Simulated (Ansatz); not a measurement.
Reaction (SMILES): F atom → [F-] (an electron is taken up)
B3LYP-D3(BJ)/def2-TZVP geometries, fixed; electronic energies without zero-point terms; positive where energy is released.

How fast the adiabatic electron affinity converges with the basis for several methods (Ansatz, a quantum-chemistry and plane-wave program): deviation from each method's own reference, in eV. References: B3LYP 3.527 eV, the value in aug-cc-pV5Z; CCSD(T) 3.425 eV, Hartree-Fock in aug-cc-pV5Z plus the correlation part extrapolated as X^-3 from aug-cc-pVQZ and aug-cc-pV5Z; HF 1.175 eV, the value in aug-cc-pV5Z; MP2 3.778 eV, Hartree-Fock in aug-cc-pV5Z plus the correlation part extrapolated as X^-3 from aug-cc-pVQZ and aug-cc-pV5Z; PBE 3.660 eV, the value in aug-cc-pV5Z; r2SCAN 3.303 eV, the value in aug-cc-pV5Z. All functions are spherical. In correlated methods cores are frozen. Open shells are unrestricted. No added dispersion term, no relativity. 

| basis | functions | B3LYP | CCSD(T) | HF | MP2 | PBE | r2SCAN |
|---|---|---|---|---|---|---|---|
| 6-31G | 9 | -2.458 | -2.700 | … | -2.918 | -2.656 | -2.211 |
| def2-SVP | 14 | -2.212 | -2.365 | … | -2.497 | -2.413 | -2.004 |
| pcseg-1 | 14 | -1.477 | -1.648 | … | -1.724 | -1.659 | -1.290 |
| cc-pVDZ | 14 | -2.352 | -2.585 | … | -2.724 | -2.550 | -2.130 |
| aug-cc-pVDZ | 23 | 0.034 | -0.199 | … | -0.234 | 0.023 | 0.057 |
| 6-311++G(2d,2p) | 27 | -0.047 | -0.351 | … | -0.371 | -0.089 | -0.027 |
| cc-pVTZ | 30 | -1.152 | -1.302 | … | -1.383 | -1.308 | -1.062 |
| 6-311++G(3df,3pd) | 39 | -0.071 | -0.209 | … | -0.240 | -0.116 | -0.059 |
| jun-cc-pV(T+d)Z | 39 | 0.006 | -0.158 | … | -0.186 | -0.004 | 0.013 |
| aug-cc-pVTZ | 46 | 0.002 | -0.113 | … | -0.138 | -0.008 | 0.008 |
| def2-QZVPPD | 66 | 0.002 | -0.099 | … | -0.123 | 0.009 | 0.004 |
| pcseg-4 | 101 | -0.038 | -0.071 | … | -0.086 | -0.062 | -0.040 |

**Question.** Some entries are withheld; supply them.

**Answer.** 
- 6-31G, HF: -1.465
- def2-SVP, HF: -1.272
- pcseg-1, HF: -0.671
- cc-pVDZ, HF: -1.427
- aug-cc-pVDZ, HF: 0.109
- 6-311++G(2d,2p), HF: 0.053
- cc-pVTZ, HF: -0.664
- 6-311++G(3df,3pd), HF: 0.018
- jun-cc-pV(T+d)Z, HF: 0.026
- aug-cc-pVTZ, HF: 0.021
- def2-QZVPPD, HF: 0.001
- pcseg-4, HF: -0.006

Mean absolute deviation over 6-311++G(2d,2p), cc-pVTZ, 6-311++G(3df,3pd), jun-cc-pV(T+d)Z, aug-cc-pVTZ: HF 0.156, r2SCAN 0.234, B3LYP 0.256, PBE 0.305, CCSD(T) 0.427, MP2 0.464 eV.
